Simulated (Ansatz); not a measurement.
Cost and result up the ladder for SiEtH3 (C₂H₈Si) (11 atoms). Charge 0, multiplicity 1. Geometry: PBE0-D4/def2-TZVP.

```xyz
11

C    -0.274   -0.647   -0.119
C     0.757   -0.660    1.005
Si   -0.537    1.051   -0.873
H     0.024   -1.332   -0.920
H    -1.241   -1.011    0.244
H     0.883   -1.662    1.423
H     1.737   -0.326    0.652
H     0.464    0.003    1.824
H     0.741    1.572   -1.435
H    -1.007    2.011    0.165
H    -1.548    1.000   -1.964
```

Ansatz on 2 threads of AMD EPYC 7R43 on a shared host. Times are rough, and most runs start from the orbitals of an earlier one. CAM-B3LYP-D4/def2-TZVP serves as the yardstick here, not as an exact answer. Differences are given only for rows in sets of like size (and for xTB, whose basis is part of the method), since another set adds its own error. Binding counts from free atoms at the same level (C triplet, Si triplet, H doublet; other spins of the atoms weren't run), without zero-point energy or a counterpoise term.

HSE06 is defined as in plane-wave codes, on full-range PBE exchange. Correlated methods freeze 7 core orbitals. Another isomer (singlet) lies 0.54 eV lower at PBE0-D4/def2-TZVP; other spin states weren't run for this one.

Correlated methods converge slowly with the basis.

| level | functions | wall time | binding energy per atom (eV) | difference from CAM-B3LYP-D4/def2-TZVP (eV) |
| --- | --- | --- | --- | --- |
| PBE-D4/def2-SVP | 86 | 2.2 s | 3.64 | – |
| PBE0-D4/def2-SVP | 86 | 2.2 s | 3.63 | – |
| LDA (SPW92)/def2-TZVP | 147 | 2.5 s | 4.02 | 0.38 |
| MP2/def2-TZVP | 147 | 4 s | 3.49 | -0.15 |
| PBE-D4/def2-TZVP (with forces) | 147 | 4.4 s | 3.63 | -0.01 |
| CAM-B3LYP-D4/def2-TZVP | 147 | 5.5 s | 3.64 | 0.00 |
| PBE0-D4/def2-TZVP | 147 | 5.5 s | 3.61 | -0.03 |
| r2SCAN-D4/def2-TZVP | 147 | 6 s | 3.62 | -0.02 |
| HSE06-D4/def2-TZVP | 147 | 6.5 s | 3.62 | -0.02 |
| CCSD(T)/def2-TZVPP | 216 | 1.9 min | 3.56 | -0.08 |
